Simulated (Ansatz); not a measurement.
Reaction (formal exchange of groups at a C–F bond): `CC(C)(F)F` + `C#C` → `C#CC(C)(C)F` + H–F

Computed with Ansatz on PBE0-D4/def2-TZVP structures; ΔE is electronic, products minus reactants. CCSD(T)/CBS is the MP2 limit (def2-TZVPP, def2-QZVPP) plus CCSD(T) − MP2 in def2-TZVPP, frozen cores. This one scheme is used for every species. DFT in def2-TZVPP.

`CC(C)(F)F`:

Cartesian coordinates in Å:
```
C -0.714 -0.653 -0.872
C 0.206 0.391 -0.300
C 0.511 0.269 1.168
F 1.386 0.365 -0.997
F -0.334 1.628 -0.536
H -0.858 -0.461 -1.935
H -1.679 -0.618 -0.367
H -0.279 -1.645 -0.743
H -0.410 0.340 1.747
H 1.183 1.074 1.463
H 0.988 -0.690 1.372
```

`C#C`:

Cartesian coordinates in Å:
```
C -0.018 -0.591 0.094
C 0.018 0.591 -0.094
H -0.049 -1.642 0.260
H 0.049 1.642 -0.260
```

`C#CC(C)(C)F`:

```xyz
13

C    -2.036    1.452    0.218
C    -1.046    0.780    0.306
C     0.161   -0.044    0.377
C    -0.132   -1.471   -0.048
C     1.291    0.582   -0.420
F     0.572   -0.086    1.714
H    -2.915    2.049    0.151
H    -0.470   -1.495   -1.085
H    -0.910   -1.897    0.584
H     0.776   -2.069    0.046
H     1.019    0.649   -1.474
H     2.187   -0.034   -0.321
H     1.502    1.584   -0.048
```

H–F:

```xyz
2

F     0.000   -0.246    0.389
H     0.000    0.246   -0.389
```

CCSD(T)/CBS gives -9.8 kJ/mol.

Task: Another level gave +10.2 kJ/mol. Which?
A. SCS-MP2/def2-TZVPP
B. revPBE/def2-TZVPP
C. CCSD/def2-TZVPP
D. CAM-B3LYP/def2-TZVPP

Result: D. CAM-B3LYP 10.2, revPBE 0.9, CCSD/def2-TZVPP -3.9, SCS-MP2/def2-TZVPP -11.3 kJ/mol.

Task: What do rigid-rotor, harmonic-oscillator terms from PBE0-D4/def2-TZVP frequencies (298.15 K, 1 bar) make of the CCSD(T)/CBS value? (An estimate is asked.)

Result: Computed: ΔZPE = -1.8 kJ/mol, ΔH = -9.3 kJ/mol, ΔS = 5 J/(mol·K), ΔG = -10.8 kJ/mol.

Largest T1 diagnostic among the species: 0.013.

Leaving LDA and LC-ωPBE aside and taking each functional with its dispersion term where it has one, the values, not all of them listed here, spread over 16.6 kJ/mol, from revPBE-D4 to CAM-B3LYP-D4. The D4 term adds −8.6 kJ/mol with B3LYP and −4.9 kJ/mol with PBE0; it sums over pairs of atoms, weighted by their polarisabilities, and B3LYP, whose exchange is more repulsive, gets the larger term.

B3LYP here is the variant with VWN-RPA as its local correlation; programs differ in this.
